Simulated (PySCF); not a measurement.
## Orbital picture of AlH

ωB97X-V at R = 1.665 Å; PySCF, no relativity, basis sets Al def2-TZVPP, H def2-TZVPP. State: ¹Σ⁺ (singlet), closed shell. Only the outer orbitals are listed, counted within each symmetry.

```csv
orbital,occ.,ε (eV),on Al (%),main shells (%)
4σ,2,-12.78,62,"55 Al s, 38 H s"
5σ,2,-7.95,78,"39 Al p, 37 Al s, 22 H s"
2π,0,0.12,100,100 Al p
2π,0,0.12,100,100 Al p
6σ,0,3.37,100,"89 Al p, 10 Al s"
```

Q: Which are the highest filled and the lowest empty level, where do they sit, and how wide is the gap?

A: Highest filled 5σ at -7.95 eV (in %: 39 Al p, 37 Al s, 22 H s); lowest empty 2π at 0.12 eV (in %: 100 Al p); the gap at ωB97X-V is 8.07 eV. An empty level above zero is unbound, and its energy depends on the basis.

* bond order (Mayer): 0.92
* ⟨S²⟩: 0.000
* charge on Al (Mulliken, basis-dependent): 0.20
* charge on Al (Löwdin, basis-dependent): 0.22
* dipole moment (positive dipole means Al(−)H(+)): -0.06 D
